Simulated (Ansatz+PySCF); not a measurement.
singlet C₆H₆: levels of theory in one basis

```xyz
12

C     1.3986    0.0093    0.0002
C     0.7030    1.2131    0.0066
C    -0.6987    1.2178    0.0020
C    -1.3908   -0.0086   -0.0029
C    -0.6955   -1.1984   -0.0015
C     0.7054   -1.2136   -0.0025
H     2.4974    0.0031   -0.0008
H     1.2412    2.1468    0.0056
H    -1.2478    2.1631   -0.0038
H    -2.4971    0.0006    0.0039
H    -1.2433   -2.1583    0.0093
H     1.2390   -2.1540   -0.0086
```

Basis set: def2-SVP (spherical functions). Correlated methods keep 6 orbitals frozen. Charge 0, multiplicity 1.

Computed with Ansatz (development build ahead of 0.2.0); each method stands on the lowest determinant of its kind that the runs found.

```csv
method,E − E(RHF) (eV),<S²> of the determinant
RHF,0.00,0.00
UHF,-0.09,0.47
RHF-MP2,-21.27,–
```

What does UHF-MP2 give on the same scale?

-20.40 eV.

Is a single determinant a sound starting point here?

Only with care. Unrestricted orbitals gain 0.09 eV and <S²> is 0.47 against 0.00 for a pure state, so spin symmetry breaks but gains little energy; restricted orbitals can still serve.

Caution for UHF, UHF-MP2: the unrestricted determinant is spin contaminated. Caution for UHF-MP2: another reference gives a lower total.
